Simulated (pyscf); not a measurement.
Elementary routes open to `[B][Cl]` [singlet] + `[FH]` in the gas phase (singlet surface):
A. `[B][F]` [singlet] + `[ClH]` (B–Cl, F–H broken; B–F, Cl–H formed)
B. `[F][BH][Cl]` (F–H broken; B–F, B–H formed)

Optimised with ωB97X-D3(BJ)/def2-SVP in PySCF. MP2 and CC: frozen core, UHF for open shells. ΔMP2 is the change of the MP2 total energy from the triple- to the quadruple-zeta basis.

### Question
Rank the routes by free-energy barrier at 298 K, lowest first, for CCSD(T)/def2-TZVPP + ΔMP2(QZVPP) energies (ideal gas, 1 atm, RRHO with modes under 100 cm⁻¹ raised to 100, one conformer, R ln 2 for chiral ones without a mode under 150 cm⁻¹).

### Answer
B (0.93 eV), A (1.37 eV)

Route B is the fastest of these, ahead of the next by 0.44 eV. The most stable products are those of B (ΔG = -3.64 eV), so kinetics and thermodynamics agree. At 1200 K B is still the fastest. B: On the reactant side the descent ends in a bound adduct, 0.35 eV under the separated species and 0.75 eV under the saddle at ωB97X-D3(BJ)/def2-TZVP. Only these routes are compared; each barrier is that of the saddle found, and lower ones may exist. The CCSD(T) − MP2 part came from Ansatz, without density fitting, on the same reference.
